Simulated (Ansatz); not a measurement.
`C[Si]N` and `N[SiH]` differ in one atom or group.

Ansatz, PBE0-D4/def2-TZVP geometries, multiplicity 1. Each molecule was computed in one conformer, which needn't be the lowest.

```
                                        property  `C[Si]N`
size of the dipole moment (B3LYP/def2-TZVPP) / D      1.89
           HOMO–LUMO gap (B3LYP/def2-TZVPP) / eV      4.60
             HOMO energy (B3LYP/def2-TZVPP) / eV     -5.86
            HOMO–LUMO gap (PBE0/def2-TZVPP) / eV      4.96
             LUMO energy (B3LYP/def2-TZVPP) / eV     -1.26
         HOMO–LUMO gap (ωB97M-V/def2-TZVPP) / eV      9.02
```

Q: What does the change do to each property? (An estimate is asked.)

A: Ansatz gave: 
| property | `N[SiH]` | shift |
| --- | --- | --- |
| size of the dipole moment (B3LYP/def2-TZVPP) / D | 2.02 | 0.13 |
| HOMO–LUMO gap (B3LYP/def2-TZVPP) / eV | 4.48 | -0.12 |
| HOMO energy (B3LYP/def2-TZVPP) / eV | -6.17 | -0.31 |
| HOMO–LUMO gap (PBE0/def2-TZVPP) / eV | 4.84 | -0.12 |
| LUMO energy (B3LYP/def2-TZVPP) / eV | -1.69 | -0.43 |
| HOMO–LUMO gap (ωB97M-V/def2-TZVPP) / eV | 8.93 | -0.09 |

With PBE0 the HOMO falls by 0.31 eV and the LUMO falls by 0.43 eV, so the gap narrows by about 0.12 eV. PBE moves the HOMO by -0.29 eV and ωB97M-V by -0.32 eV. The zero-point energy changes by -75.5 kJ/mol with -9 modes. Dipoles are sizes alone; their direction can turn.

B3LYP here is the variant with VWN-RPA as its local correlation; programs differ in this.
